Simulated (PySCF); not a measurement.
Stretching AlN

Set-up: Al def2-TZVP, N def2-TZVP; no relativity (PySCF 2.14). Energies in eV from Al + N in their ground configurations at the same level. All curves are PBE0. state 1: ³Π (triplet), unpaired electrons σ ↑, π ↑; state 2: ³Σ⁻ (triplet), unpaired electrons π ↑↑, a second solution, started from another occupation; state 3: Ms = 0 determinant of mixed spin (⟨S²⟩ near 1.0), unpaired electrons σ ↓, π ↑, a second solution, started from another occupation; state 4: Ms = 0 determinant of mixed spin (⟨S²⟩ near 1.0), unpaired electrons π ↑↓, a mixture of terms (⟨Lz²⟩ = 2.0), a second solution, started from another occupation.

```
R (Å)  state 1  state 2  state 3  state 4
1.542   -1.652   -0.674   -1.409   -0.169
1.614   -2.185   -1.487   -1.925   -0.985
1.685   -2.472   -2.017   -2.190   -1.516
1.739   -2.572   -2.276   -2.270   -1.775
1.793   -2.598   -2.444   -2.277   -1.943
1.847   -2.569   -2.542   -2.228   -2.040
1.919   -2.471   -2.589   -2.103   -2.085
2.008   -2.284   -2.550   -1.885   -2.043
2.116   -2.009   -2.413   -1.577   -1.900
2.259   -1.614   -2.144   -1.140   -1.620
```

**Question.** Put a parabola through the three lowest points of the state 1 curve and estimate Re, k and ωe (reduced mass 9.219 u; 1 eV/Å² = 0.16022 mdyn/Å; ωe = 1302.8·√(k/μ) cm⁻¹).

**Answer.** Through R = 1.739, 1.793, 1.847 Å the second-order coefficient is 9.43 eV/Å², so Re ≈ 1.792 Å, k ≈ 3.02 mdyn/Å and ωe ≈ 746 cm⁻¹. A polynomial fit of higher order to the unrounded PBE0 energies gives Re = 1.789 Å, k = 3.07 mdyn/Å, ωe = 751 cm⁻¹; anharmonicity and rounding make the difference.

The higher-order fit for each curve: state 1: Re = 1.789 Å, ωe = 751 cm⁻¹, De = 2.60 eV; state 2: Re = 1.926 Å, ωe = 621 cm⁻¹, minimum 2.59 eV below the ground-state fragments; state 3: Re = 1.771 Å, ωe = 794 cm⁻¹, minimum 2.28 eV below the ground-state fragments; state 4: Re = 1.924 Å, ωe = 628 cm⁻¹, minimum 2.09 eV below the ground-state fragments.

The state is the lowest determinant that a PBE0 search found; another state may lie lower at other levels.
